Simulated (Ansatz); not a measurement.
# BClH4Si: up Jacob's ladder to CCSD(T)

The task here is to estimate one member of a computed series from the others.

Program: Ansatz 0.2.0, Gaussian basis. Level of theory: functionals in def2-TZVPP, the program's frozen cores in correlated methods. These are calculated values, not measurements.

The runs, in order: LDA (SPW92), PBE-D4, revPBE-D4, BLYP-D4, r2SCAN-D4, B97M-V, PBE0-D4, B3LYP-D4, r2SCANh-D4, r2SCAN0-D4, HSE06-D4, BHLYP-D4, CAM-B3LYP-D4, LC-ωPBE, ωB97X-V, ωB97M-V, B2PLYP, PBE-QIDH; CCSD(T)/def2-SVP; CCSD(T)/def2-TZVPP; CCSD(T)/def2-QZVPP; extrapolation to the limit; RPA on PBE.

### Structure used throughout

The geometry comes from an earlier relaxation with PBE0-D4 in a triple-zeta def2 set; it is a stationary point, not always the lowest conformer.

SMILES `[SiH3]BCl`, 7 atoms, charge 0, spin multiplicity 1.

Atoms are counted from 1 here; the program's logs count them from 0.

Bond lengths: Si1–B2 2.016 Å, Si1–H4 1.491 Å, Si1–H5 1.486 Å, Si1–H6 1.490 Å, B2–Cl3 1.739 Å, B2–H7 1.194 Å. Angles: B2–Si1–H4 108.8°, B2–Si1–H5 113.0°, B2–Si1–H6 109.0°, H4–Si1–H5 109.1°, H4–Si1–H6 107.6°, H5–Si1–H6 109.2°, Si1–B2–Cl3 121.6°, Si1–B2–H7 122.6°, Cl3–B2–H7 115.8°.

Set-up of the first run:

in.yaml reads:

```yaml
crystal:
  periodic: [false, false, false]
  atoms:
    - {symbol: Si, position_ang: [-0.641994, 0.491964, -0.311789]}
    - {symbol: B, position_ang: [0.799280, -0.642761, 0.525041]}
    - {symbol: Cl, position_ang: [2.119562, -1.275327, -0.413521]}
    - {symbol: H, position_ang: [-1.958548, -0.177251, -0.110703]}
    - {symbol: H, position_ang: [-0.430134, 0.722643, -1.764348]}
    - {symbol: H, position_ang: [-0.692640, 1.805946, 0.389709]}
    - {symbol: H, position_ang: [0.804464, -0.925204, 1.685611]}
basis:
  gaussian: {orbitals: def2-TZVPP}
hamiltonian: {xc: lda}
output: {orbitals: {seedname: orbitals}}
```

On the command line:

```console
ansatz run in.yaml --threads 2 --pin off --events-out ev --progress --plain --max-ram 20480MiB --backend cpu
```

Steps of the session up to this table: LDA; PBE-D4 (GGA); revPBE-D4 (GGA); BLYP-D4 (GGA); r2SCAN-D4 (meta-GGA); B97M-V (meta-GGA); B3LYP-D4 (hybrid); r2SCANh-D4 (hybrid); r2SCAN0-D4 (hybrid); HSE06-D4 (hybrid); BHLYP-D4 (hybrid); CAM-B3LYP-D4 (range-separated); LC-ωPBE (range-separated); ωB97X-V (range-separated); ωB97M-V (range-separated); B2PLYP (double hybrid); PBE-QIDH (double hybrid).

One of the session's tables, all rows but one given; the rest of the session is left out.

It belongs to the step «Frontier levels by functional». 

```
  functional  HOMO (eV)  LUMO (eV)  gap (eV)
 LDA (SPW92)      -6.81      -3.46      3.35
      PBE-D4      -6.74      -3.23      3.50
   revPBE-D4      -6.70      -3.14      3.56
     BLYP-D4      -6.62      -3.04      3.58
   r2SCAN-D4      -7.00      -2.96      4.04
      B97M-V          ?          ?         ?
     PBE0-D4      -7.99      -2.28      5.71
    B3LYP-D4      -7.79      -2.45      5.34
  r2SCANh-D4      -7.46      -2.63      4.83
  r2SCAN0-D4      -8.16      -2.13      6.03
    HSE06-D4      -7.59      -2.67      4.92
    BHLYP-D4      -9.16      -1.19      7.98
CAM-B3LYP-D4      -9.35      -1.11      8.24
     LC-ωPBE     -10.69       0.02     10.71
     ωB97X-V     -10.35      -0.05     10.29
     ωB97M-V     -10.15      -0.25      9.90
```

Estimate the missing values for B97M-V.

As computed: HOMO (eV): -7.13; LUMO (eV): -3.05; gap (eV): 4.07. In the column «HOMO (eV)» it lies between r2SCANh-D4 (-7.46) and r2SCAN-D4 (-7.00).
